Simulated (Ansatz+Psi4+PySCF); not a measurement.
A calculation with PySCF 2.14.0.

```python
from pyscf import gto, scf, mp

mol = gto.M(atom="""
Li 0.000000 0.000000 0.000000
O 0.000000 0.692930 1.693740
O 0.000000 -0.647490 1.582670
""", basis={'Li': 'cc-pcvtz', 'O': 'cc-pvtz'}, charge=0, spin=1)
mf = scf.UHF(mol)
mf.kernel()
pt = mp.MP2(mf, frozen=2).run()
print(mf.e_tot, pt.e_corr, pt.e_tot)
```

The script is written out from the run's settings.

Results

```yaml
Converged: yes
Reference_energy: -157.15801 hartree
Correlation_energy: -0.50982 hartree
Total_energy: -157.66783 hartree
Spin_squared_of_the_determinant: 0.786
```

Messages of the program:
```
WARN: HOMO -0.307588906941788 >= LUMO -0.307588906941788
WARN: HOMO -0.307588906941788 >= LUMO -0.307588906941788
```
